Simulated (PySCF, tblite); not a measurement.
## chlorine monofluoride and acetonitrile

A gas-phase complex of chlorine monofluoride and acetonitrile; neutral, singlet. The structure comes from a short search (6 tight-binding starts) and was relaxed by PBE0-D3(BJ)/def2-SVPD; another way of binding may lie lower. Frequencies by PBE0-D3(BJ)/def2-SVPD show no clear imaginary mode.

```
part                   name  SMILES  atoms  charge  multiplicity
   1  chlorine monofluoride     FCl    1–2       0             1
   2           acetonitrile    CC#N    3–8       0             1
```

```xyz
8

Cl    0.399    0.272    0.325
F    -0.297   -0.917   -0.635
C     2.456    3.812    3.210
C     1.865    2.788    2.370
N     1.394    1.974    1.703
H     3.132    3.351    3.943
H     3.025    4.520    2.593
H     1.667    4.358    3.745
```
(Å; atoms numbered from 1)

```
    contact  kind (by geometry)  distance (Å)  angle (°)
F2–Cl1···N5        halogen bond         2.405        180
```

Interaction energies are complex less parts, with the parts frozen as they stand in it; counterpoise-corrected, in kcal/mol (PySCF).

(1) Give the interaction energy at each level run.

(2) What holds them together? Decompose the wB97M-D3(BJ)/def2-TZVPD energy: frozen parts, their antisymmetrised product, then relaxation.

The parts were also relaxed and run alone, at the levels used for the complex: shieldings by PBE0/pcSseg-2.

(3) What does binding change?

Results:

(1) 
```csv
level,interaction,superposition error removed
wB97M-D3(BJ)/def2-TZVPD,-5.86,-0.20
PBE0-D3(BJ)/def2-TZVPD,-7.83,-0.23
```

(2) electrostatic -16.4, Pauli repulsion +23.0, orbital relaxation -11.7, dispersion correction -0.9 kcal/mol, which sum to the value before the counterpoise correction; the Pauli term holds the exchange-correlation of the frozen density too. Of the attraction, 57 % is electrostatic, 40 % is orbital relaxation, 3 % is dispersion correction.

(3) 
```csv
property,alone,in the complex,change
F2–Cl1 bond (Å),1.645,1.680,+0.034
shielding of Cl1 (ppm),-592.1,-369.6,+222.6
shielding of N5 (ppm),-38.2,-16.0,+22.2
shielding of F2 (ppm),660.0,507.2,-152.8
```

The 4 runs behind this took 9.8 min in all, one thread each of Arm Neoverse V1 on a shared host, launched as `OMP_NUM_THREADS=1 python cluster_run.py task.json out`.
